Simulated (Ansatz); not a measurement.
This geometry of C2H5S (8 atoms, charge 0, multiplicity 2) is a first-order saddle point.

Theory: UKS r2SCAN-D4/STO-3G in Ansatz.

```xyz
8
Properties=species:S:1:pos:R:3
C -0.767 1.181 -0.563
S 0.914 0.826 -0.146
C 0.666 -0.900 0.423
H -1.460 1.622 0.165
H -1.158 1.005 -1.574
H -0.018 -0.954 1.284
H 1.645 -1.293 0.732
H 0.270 -1.544 -0.378
```

(1) Which two structures does it join? (They come from a converged band through this point; their orientation in space is the band's.)

(2) How far does it lie above each of them?

Results:

(1) No bond is made or broken. The dihedral H5–C1–S2–C3 goes from 175 to -25°. The two ends are copies of one structure, up to a mirror image or an exchange of like atoms.

Initial state:

```xyz
8
Properties=species:S:1:pos:R:3
C -0.792 1.052 -0.760
S 0.894 0.640 -0.518
C 0.656 -0.875 0.475
H -1.538 0.707 -0.040
H -0.986 2.000 -1.267
H 0.087 -0.667 1.394
H 1.645 -1.261 0.756
H 0.127 -1.653 -0.096
```

Final state:

```xyz
8
Properties=species:S:1:pos:R:3
C -0.797 1.198 -0.486
S 0.888 0.794 -0.227
C 0.656 -0.882 0.460
H -0.991 2.145 -0.993
H -1.526 0.396 -0.625
H 0.094 -0.857 1.406
H 1.647 -1.314 0.655
H 0.122 -1.536 -0.246
```

(2) 30.7 kJ/mol above the first and 30.7 kJ/mol above the second. This is the barrier of this one path; another mechanism may lie lower. Limits of this set-up: minimal basis.

The run took 4.2 min on 1 thread of Intel(R) Xeon(R) Processor @ 2.50GHz (Skylake/Cascade Lake) (shared host), peak memory 0.15 GiB.
